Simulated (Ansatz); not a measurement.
The cluster Li₃H₃⁺. The state is a doublet with charge 1. Geometry PBE0-D4/def2-TZVP.

```xyz
6

Li   -0.1278    0.0731   -2.4341
Li    0.4774    1.3955    1.1220
Li   -0.3625   -1.4686    1.0896
H    -0.1806   -0.4491   -0.7964
H     0.0992    0.5048   -0.7848
H     0.0941   -0.0557    1.8038
```

In the doublet, H4 and H5 lie 0.99 Å apart (atoms count from 1), so these atoms are partly bonded to each other. Another isomer (doublet) lies 0.79 eV lower at PBE0-D4/def2-TZVP; other spin states weren't run for this one.

Problem. Estimate the α-spin orbital energies around the gap (eV) in Ansatz with PBE-D4/def2-TZVP, BLYP-D4/def2-TZVP, r2SCAN-D4/def2-TZVP, PBE0-D4/def2-TZVP, BHLYP-D4/def2-TZVP.

Solution. 
```json
{"orbital": "HOMO−5", "PBE-D4/def2-TZVP": "-56.58", "BLYP-D4/def2-TZVP": "-56.86", "r2SCAN-D4/def2-TZVP": "-58.14", "PBE0-D4/def2-TZVP": "-60.65", "BHLYP-D4/def2-TZVP": "-64.98"}
{"orbital": "HOMO−4", "PBE-D4/def2-TZVP": "-54.93", "BLYP-D4/def2-TZVP": "-55.23", "r2SCAN-D4/def2-TZVP": "-56.46", "PBE0-D4/def2-TZVP": "-59.02", "BHLYP-D4/def2-TZVP": "-63.37"}
{"orbital": "HOMO−3", "PBE-D4/def2-TZVP": "-54.92", "BLYP-D4/def2-TZVP": "-55.22", "r2SCAN-D4/def2-TZVP": "-56.45", "PBE0-D4/def2-TZVP": "-59.01", "BHLYP-D4/def2-TZVP": "-63.36"}
{"orbital": "HOMO−2", "PBE-D4/def2-TZVP": "-15.23", "BLYP-D4/def2-TZVP": "-15.14", "r2SCAN-D4/def2-TZVP": "-15.70", "PBE0-D4/def2-TZVP": "-16.83", "BHLYP-D4/def2-TZVP": "-18.36"}
{"orbital": "HOMO−1", "PBE-D4/def2-TZVP": "-9.65", "BLYP-D4/def2-TZVP": "-9.56", "r2SCAN-D4/def2-TZVP": "-9.83", "PBE0-D4/def2-TZVP": "-10.87", "BHLYP-D4/def2-TZVP": "-12.05"}
{"orbital": "HOMO", "PBE-D4/def2-TZVP": "-7.57", "BLYP-D4/def2-TZVP": "-7.43", "r2SCAN-D4/def2-TZVP": "-7.69", "PBE0-D4/def2-TZVP": "-8.37", "BHLYP-D4/def2-TZVP": "-9.07"}
{"orbital": "LUMO", "PBE-D4/def2-TZVP": "-5.60", "BLYP-D4/def2-TZVP": "-5.51", "r2SCAN-D4/def2-TZVP": "-4.86", "PBE0-D4/def2-TZVP": "-5.00", "BHLYP-D4/def2-TZVP": "-4.49"}
{"orbital": "LUMO+1", "PBE-D4/def2-TZVP": "-4.81", "BLYP-D4/def2-TZVP": "-4.66", "r2SCAN-D4/def2-TZVP": "-4.12", "PBE0-D4/def2-TZVP": "-4.18", "BHLYP-D4/def2-TZVP": "-3.58"}
{"orbital": "LUMO+2", "PBE-D4/def2-TZVP": "-4.69", "BLYP-D4/def2-TZVP": "-4.62", "r2SCAN-D4/def2-TZVP": "-4.01", "PBE0-D4/def2-TZVP": "-4.09", "BHLYP-D4/def2-TZVP": "-3.57"}
{"orbital": "LUMO+3", "PBE-D4/def2-TZVP": "-4.27", "BLYP-D4/def2-TZVP": "-4.24", "r2SCAN-D4/def2-TZVP": "-3.43", "PBE0-D4/def2-TZVP": "-3.68", "BHLYP-D4/def2-TZVP": "-3.22"}
{"orbital": "LUMO+4", "PBE-D4/def2-TZVP": "-3.49", "BLYP-D4/def2-TZVP": "-3.37", "r2SCAN-D4/def2-TZVP": "-2.53", "PBE0-D4/def2-TZVP": "-2.85", "BHLYP-D4/def2-TZVP": "-2.28"}
{"orbital": "LUMO+5", "PBE-D4/def2-TZVP": "-3.13", "BLYP-D4/def2-TZVP": "-3.01", "r2SCAN-D4/def2-TZVP": "-2.44", "PBE0-D4/def2-TZVP": "-2.45", "BHLYP-D4/def2-TZVP": "-1.83"}
{"orbital": "β HOMO", "PBE-D4/def2-TZVP": "-9.65", "BLYP-D4/def2-TZVP": "-9.56", "r2SCAN-D4/def2-TZVP": "-9.81", "PBE0-D4/def2-TZVP": "-10.86", "BHLYP-D4/def2-TZVP": "-12.03"}
{"orbital": "β LUMO", "PBE-D4/def2-TZVP": "-6.23", "BLYP-D4/def2-TZVP": "-6.37", "r2SCAN-D4/def2-TZVP": "-5.53", "PBE0-D4/def2-TZVP": "-5.38", "BHLYP-D4/def2-TZVP": "-4.93"}
```
